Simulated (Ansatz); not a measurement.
Cost and result for the atomization energy of C8H18 (`CCCC(C)CCC`) (26 atoms, 25 bonds).

Z-matrix (Å, degrees):
```
C
C 1 1.520
H 1 1.092 2 111.4
H 1 1.094 2 110.9 3 120.0
H 1 1.093 2 111.8 3 -120.2
C 2 1.526 1 113.1 3 179.7
H 2 1.094 1 109.5 3 56.6
H 2 1.095 1 109.0 3 -59.0
C 6 1.537 2 115.2 1 -71.0
H 6 1.096 2 109.7 1 165.8
H 6 1.096 2 107.8 1 51.2
C 9 1.522 6 111.0 2 138.8
C 9 1.527 6 112.6 2 -97.7
H 9 1.098 6 108.2 2 20.9
H 12 1.095 9 110.7 6 60.3
H 12 1.093 9 111.5 6 -180.0
H 12 1.093 9 111.2 6 -59.3
C 13 1.520 9 116.0 6 59.6
H 13 1.099 9 108.5 6 -63.4
H 13 1.097 9 108.5 6 -177.9
C 18 1.519 13 112.4 9 177.0
H 18 1.097 13 109.3 9 55.0
H 18 1.095 13 109.9 9 -61.1
H 21 1.092 18 111.7 13 179.9
H 21 1.094 18 111.1 13 -59.8
H 21 1.094 18 111.0 13 59.7
```

Total charge 0; spin multiplicity 1. The geometry is a stationary point of PBE0-D4/def2-TZVP. It is one conformer, not always the lowest. Program: Ansatz. All runs use 6 threads of an AMD EPYC 7R13 on a shared host and a share of an NVIDIA H100 80 GB. Times are those of one run each, without the atoms' runs, and a repeat can differ threefold. Electronic energies, without spin–orbit coupling; frozen cores. CCSD(T)/CBS adds CCSD(T) − MP2 in def2-TZVPP to the MP2 limit, and its time is that of the two runs behind it. T1 = 0.009. B3LYP takes the VWN-RPA correlation (the form of Gaussian; ORCA's B3LYP/G).

CCSD(T)/CBS is a level of theory with its own doubt, some kJ/mol a heavy atom from the limit and from the frozen cores, so smaller differences don't rank the functionals.

| level | functions | wall time |
| --- | --- | --- |
| PBE-D4/def2-TZVPP (with forces) | 500 | 2.2 s |
| r2SCAN-D4/def2-TZVPP (with forces) | 500 | 2.3 s |
| B3LYP-D4/def2-TZVPP (with forces) | 500 | 2.3 s |
| ωB97X-V/def2-TZVPP | 500 | 2.4 s |
| B2PLYP/def2-TZVPP | 500 | 2.7 s |
| ωB97M-V/def2-TZVPP (with forces) | 500 | 3.4 s |
| PBE0-D4/def2-TZVPP | 500 | 4.8 s |
| MP2/def2-QZVPP | 996 | 4.9 s |
| CCSD(T)/def2-TZVPP | 500 | 22 s |
| CCSD(T)/CBS(def2) | – | 27 s |

Q: What atomization energy does each give, and how far from CCSD(T)/CBS? (Estimate.)

A: Ansatz gave: 
```json
{"level": "PBE-D4/def2-TZVPP (with forces)", "atomization (kcal/mol)": "2516.9", "difference from CCSD(T)/CBS": "39.7", "per bond": "1.6"}
{"level": "r2SCAN-D4/def2-TZVPP (with forces)", "atomization (kcal/mol)": "2481.4", "difference from CCSD(T)/CBS": "4.2", "per bond": "0.2"}
{"level": "B3LYP-D4/def2-TZVPP (with forces)", "atomization (kcal/mol)": "2479.0", "difference from CCSD(T)/CBS": "1.8", "per bond": "0.1"}
{"level": "ωB97X-V/def2-TZVPP", "atomization (kcal/mol)": "2480.3", "difference from CCSD(T)/CBS": "3.1", "per bond": "0.1"}
{"level": "B2PLYP/def2-TZVPP", "atomization (kcal/mol)": "2453.4", "difference from CCSD(T)/CBS": "-23.8", "per bond": "-1.0"}
{"level": "ωB97M-V/def2-TZVPP (with forces)", "atomization (kcal/mol)": "2483.4", "difference from CCSD(T)/CBS": "6.2", "per bond": "0.2"}
{"level": "PBE0-D4/def2-TZVPP", "atomization (kcal/mol)": "2494.8", "difference from CCSD(T)/CBS": "17.6", "per bond": "0.7"}
{"level": "MP2/def2-QZVPP", "atomization (kcal/mol)": "2475.4", "difference from CCSD(T)/CBS": "-1.8", "per bond": "-0.1"}
{"level": "CCSD(T)/def2-TZVPP", "atomization (kcal/mol)": "2428.5", "difference from CCSD(T)/CBS": "-48.7", "per bond": "-1.9"}
{"level": "CCSD(T)/CBS(def2)", "atomization (kcal/mol)": "2477.2", "difference from CCSD(T)/CBS": "0.0", "per bond": "0.0"}
```

From PBE to PBE0 (25 % exact exchange), in def2-TZVPP and without D4, the atomization energy moves by −20.1 kcal/mol: exact exchange takes away binding that semilocal exchange gives to molecules. In def2-TZVPP, CCSD(T) changes the Hartree–Fock value by +540.8 kcal/mol (the triples alone add +27.1 kcal/mol) and MP2 by +559.2 kcal/mol; breaking electron pairs costs correlation energy, which Hartree–Fock lacks. The D4 term adds +20.8 kcal/mol with B3LYP and +11.3 kcal/mol with PBE0; it sums over pairs of atoms, weighted by their polarisabilities, and B3LYP, whose exchange is more repulsive, gets the larger term.
